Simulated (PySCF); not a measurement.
**NMR data sheet: CH3CH2CF2CH3**

```
Formula                               : C4H8F2
SMILES                                : CCC(C)(F)F
Point group of the computed structure : C1
Degrees of unsaturation               : 0
Carbon signals                        : 4
Proton signals                        : 3
```

Atom-mapped SMILES (the numbers label the heavy atoms): `[CH3:1][CH2:2][C:3]([CH3:4])([F:5])[F:6]`. Hydrogens are named by the atom that carries them.

PySCF 2.14.0 with density-fitted response routines calculation with NMR shieldings at PBE0/pcSseg-1/GIAO and structure optimised with GFN2-xTB; isolated molecule, equivalent nuclei averaged, a single conformation, no relativistic terms.

Chemical shifts δ = σref − σ; ¹H (σref 31.72) and ¹³C (σref 186.93) vs TMS; CFCl3 for ¹⁹F (σref 170.95), all at this level.

| carbon | δC, type | δH (multiplicity) | HMBC from (2–3 bonds) | span of the C tensor (ppm) |
| --- | --- | --- | --- | --- |
| C1 | 10.5, CH3 | 1.05 (t) | H(C2) | 19 |
| C2 | 36.1, CH2 | 1.88 (m) | H(C4), H(C1) | 35 |
| C3 | 130.6, C | – | H(C2), H(C4), H(C1) | 34 |
| C4 | 24.1, CH3 | 1.57 (m) | H(C2) | 40 |

Other nuclei:
| atoms | nucleus | environment | δ (ppm) | σ (ppm) |
| --- | --- | --- | --- | --- |
| F5/F6 | ¹⁹F | fluorine of a CF2 group | -116.6 | 287.6 |

1. Carbon types of the structure: 1 × C, 1 × CH2, 2 × CH3, which accounts for all hydrogens.
2. δC 130.6: fully substituted sp3 carbon bonded to 2 F; 2 electronegative neighbours deshield it.
3. δC 36.1: sp3 CH2; aliphatic region, no heteroatom directly attached.
4. δC 24.1, 10.5: methyl carbon; saturated and bonded to C and H only.
5. δH 1.88: hydrogen on an sp3 CH2.
6. δH 1.57, 1.05: hydrogen on a methyl carbon.

Splittings by ¹⁹F in the carbon and heteronuclear signals aren't shown, as no couplings were computed. Shifts are as computed. Against solution values, carbons near 30 ppm lie about +3 ppm off and those near 130 ppm about +5 ppm. Of 1211 compounds with measured shifts, 218 miss one by over three times the rms of a fit or turn the order of signals round; such compounds aren't used in these exercises. Unscaled 19F shifts against computed CFCl3 carry errors that often reach 10 to 50 ppm. Multiplicities follow the n + 1 count of equivalent neighbours, as no J values were calculated; m marks all less simple cases, F and P coupling included.
